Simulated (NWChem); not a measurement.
# Correlation energy of C2H3

```xyz
5

C      0.2486     0.6847     0.0000
C     -0.1175    -0.5818     0.0000
H     -0.2181     1.6789     0.0000
H     -1.1865    -0.8878     0.0000
H      0.6179    -1.4084     0.0000
```
Charge 0, spin multiplicity 2.

All runs are NWChem calculations. The geometry was optimised at UPBE/def2-SVP, a minimum by its harmonic frequencies.

Basis set: cc-pVTZ. Each correlation energy counts from its own Hartree-Fock reference.

| method | correlation energy (mHa) | remark |
|---|---|---|
| CCSD[T] on ROHF | -343.1 | - |
| URI-MP2 | -284.2 | spin-contaminated |
| CCSD(T) on ROHF | -342.6 | - |
| UMP2 | -284.2 | spin-contaminated |
| SCS-UMP2 | -285.1 | spin-contaminated |
| CCSD on ROHF | -328.0 | - |

The values span 58.9 mHa, from CCSD[T] on ROHF (lowest) to URI-MP2 (highest). 

The correlated methods keep 2 core orbitals frozen. The structure started from a generated list of species. The unpaired electrons of the parent sit in orbitals of symmetry a' (Cs labels of the run); other states weren't searched. No SCF solution was tested for a lower state. Open-shell Hartree-Fock references start from PBE0 orbitals. No row is a measurement; the coupled-cluster row has its own basis-set and correlation limits.
